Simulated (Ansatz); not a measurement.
# CH6OSi: rigid scan of one bond length, by script

How does the energy of CH6OSi change as one bond is stretched? A script is to give a rigid scan of one bond length; the system is CH6OSi. SMILES: C[SiH2]O.

Program: Ansatz 0.2.0, driven from Python. Level of theory: Hartree-Fock/def2-SVP. These are calculated values, not measurements.

## Step 1: Starting point

Bond lengths: C1–Si2 1.779 Å, Si2–O3 1.637 Å, C1–H4 1.077 Å, C1–H5 1.117 Å, C1–H6 1.131 Å, Si2–H7 1.497 Å, Si2–H8 1.444 Å, O3–H9 1.000 Å. Angles: C1–Si2–O3 112.4°, C1–Si2–H7 110.5°, C1–Si2–H8 110.7°, O3–Si2–H7 108.3°, O3–Si2–H8 106.6°, H7–Si2–H8 108.3°, Si2–C1–H4 113.0°, Si2–C1–H5 114.6°, Si2–C1–H6 114.4°, H4–C1–H5 102.4°, H4–C1–H6 107.7°, H5–C1–H6 103.8°, Si2–O3–H9 120.2°.

The script holds or builds the structure itself.

## Step 2: Script

The input, scan_ch6osi.py:

```python
"""Stretching a bond of CH6OSi, the rest held rigid."""

import ansatz
import numpy as np

GEOMETRY = """
C    -0.74130    0.58600   -0.58740
Si    0.49060   -0.56390   -0.01830
O     1.25660   -0.03940    1.32950
H    -1.23260    0.26310   -1.48980
H    -0.34250    1.58880   -0.87740
H    -1.54320    0.82530    0.17300
H     1.51830   -0.79950   -1.08100
H    -0.11270   -1.83160    0.31840
H     0.79530   -0.07510    2.21600
"""

molecule = ansatz.Crystal.molecule()
for line in GEOMETRY.strip().splitlines():
    symbol, *xyz = line.split()
    molecule = molecule.atom(symbol, [float(v) for v in xyz])

symbols = [site.symbol for site in molecule.cartesian_sites]
start = np.array([site.position_ang for site in molecule.cartesian_sites])
axis = (start[3] - start[0]) / np.linalg.norm(start[3] - start[0])
moving = [3]
lengths, energies = [0.948, 0.991, 1.034, 1.077, 1.12, 1.163, 1.206, 1.271], []
for length in lengths:
    xyz = start.copy()
    xyz[moving] += (length - np.linalg.norm(start[3] - start[0])) * axis
    point = ansatz.Crystal.molecule()
    for symbol, place in zip(symbols, xyz):
        point = point.atom(symbol, place.tolist())
    job = point.calculation().basis(gaussian="def2-SVP").functional("hf")
    rep = job.run(threads=1, pin="off").report
    energies.append(rep["free_energy_ev"])
    print(f"r = {length:6.3f} A  E = {energies[-1]:.5f} eV  <S^2> = {abs(rep['mean_field']['state']['spin_squared']):.3f}")

# quartic fit about the minimum
fit = np.polynomial.Polynomial.fit(lengths, np.array(energies) - min(energies), 4).convert()
roots = [r.real for r in fit.deriv().roots() if abs(r.imag) < 1e-9 and fit.deriv(2)(r.real) > 0]
r_e = min(roots, key=lambda r: abs(r - lengths[int(np.argmin(energies))]))
print(f"minimum of the fit at {r_e:.4f} A, force constant {fit.deriv(2)(r_e):.2f} eV/A^2")
```

## Step 3: What the engine is handed

The engine receives this input (first run):

```yaml
crystal:
  periodic: [false, false, false]
  atoms:
    - { symbol: C, position_ang: [-0.7413, 0.586, -0.5874] }
    - { symbol: Si, position_ang: [0.4906, -0.5639, -0.0183] }
    - { symbol: O, position_ang: [1.2566, -0.0394, 1.3295] }
    - { symbol: H, position_ang: [-1.1737466108462487, 0.3017805604676294, -1.3817004714586907] }
    - { symbol: H, position_ang: [-0.3425, 1.5888, -0.8774] }
    - { symbol: H, position_ang: [-1.5432, 0.8253, 0.173] }
    - { symbol: H, position_ang: [1.5183, -0.7995, -1.081] }
    - { symbol: H, position_ang: [-0.1127, -1.8316, 0.3184] }
    - { symbol: H, position_ang: [0.7953, -0.0751, 2.216] }
basis:
  gaussian:
    orbitals: def2-SVP
hamiltonian:
  xc: hf
```

## Step 4: The run

Run with:

```sh
python scan_ch6osi.py
```

Standard output:

```text
r =  0.948 A  E = -11020.45610 eV  <S^2> = 0.000
r =  0.991 A  E = -11020.73338 eV  <S^2> = 0.000
r =  1.034 A  E = -11020.89370 eV  <S^2> = 0.000
r =  1.077 A  E = -11020.96157 eV  <S^2> = 0.000
r =  1.120 A  E = -11020.95668 eV  <S^2> = 0.000
r =  1.163 A  E = -11020.89477 eV  <S^2> = 0.000
r =  1.206 A  E = -11020.78850 eV  <S^2> = 0.000
r =  1.271 A  E = -11020.56556 eV  <S^2> = 0.000
minimum of the fit at 1.0946 A, force constant 35.54 eV/A^2
```

It took 3.7 s on 1 thread of Arm Neoverse V2, shared host; peak memory 0.19 GiB.

## Step 5: What changed from run to run

The engine's inputs for some of the other runs:

Run 2, against run 1:

```diff
@@ -7 +7 @@
-    - { symbol: H, position_ang: [-1.1737466108462487, 0.3017805604676294, -1.3817004714586907] }
+    - { symbol: H, position_ang: [-1.1933618052200763, 0.2888887504466463, -1.4177288683708467] }
```

Run 5, against run 1:

```diff
@@ -7 +7 @@
-    - { symbol: H, position_ang: [-1.1737466108462487, 0.3017805604676294, -1.3817004714586907] }
+    - { symbol: H, position_ang: [-1.2522073883415596, 0.25021332038369715, -1.5258140591073142] }
```

Run 6, against run 1:

```diff
@@ -7 +7 @@
-    - { symbol: H, position_ang: [-1.1737466108462487, 0.3017805604676294, -1.3817004714586907] }
+    - { symbol: H, position_ang: [-1.2718225827153873, 0.2373215103627141, -1.56184245601947] }
```

## Step 6: The runs side by side

The 8 runs, in the order started:

| run | distance (Å) | energy from run 4 (eV) | SCF cycles | CPU time (s) |
| --- | --- | --- | --- | --- |
| 1 | 0.95 | 0.5055 | 12 | 0.4 |
| 2 | 0.99 | 0.2282 | 12 | 0.4 |
| 3 | 1.03 | 0.0679 | 12 | 0.41 |
| 4 | 1.08 | 0.0000 | 12 | 0.41 |
| 5 | 1.12 | 0.0049 | 12 | 0.4 |
| 6 | 1.16 | 0.0668 | 12 | 0.4 |
| 7 | 1.21 | 0.1731 | 12 | 0.4 |
| 8 | 1.27 | 0.3960 | 12 | 0.39 |

## Step 7: Summary of results

```
                        quantity     value
bond length at the fit's minimum  1.0946 Å
                   runs compared         8
                 range of energy  0.505 eV
      lowest point, distance (Å)      1.08
```

The curve has its lowest point inside the range, at 1.08. The ends stand 0.505 and 0.396 eV above it. The distance scanned is the script's pair 0, 3. The rest of the molecule is held rigid at a force-field or estimated start geometry, and the basis set is modest; single-reference methods fail as a bond breaks. The orbitals are restricted, so S² is zero by construction.
